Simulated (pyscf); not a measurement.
Optimised with ωB97X-D3(BJ)/def2-SVP in PySCF.

Task: H₃C–C(F)(F)–Br → bromomethane (H₃C–Br) + difluorocarbene (F–C:–F) [singlet]
Surface: singlet. Broken: C–C, Br–C. Formed: Br–C. Give ΔE‡ and ΔE from ωB97M-D3(BJ)/def2-TZVP, relative to the reactant's lowest minimum found.

Result: ΔE‡ = 142.6 kcal/mol, ΔE = +59.8 kcal/mol. Zero-point energy shifts the barrier by -3.5 kcal/mol. It is a 1,1-elimination, with an imaginary mode of 1015i cm⁻¹. The same reactants have a lower exit, to H₃C–C•(F)–F + Br• (no saddle counted: cutting one bond costs +71.4 kcal/mol at ωB97M-D3(BJ)/def2-TZVP, against +142.6 kcal/mol here). This is the saddle that the search found; another between the same sides may lie lower. A restricted solution here is unstable towards spin polarisation, so biradical character is likely and single-reference numbers are less safe. Elements up to Kr have no core potential and no relativistic terms here.
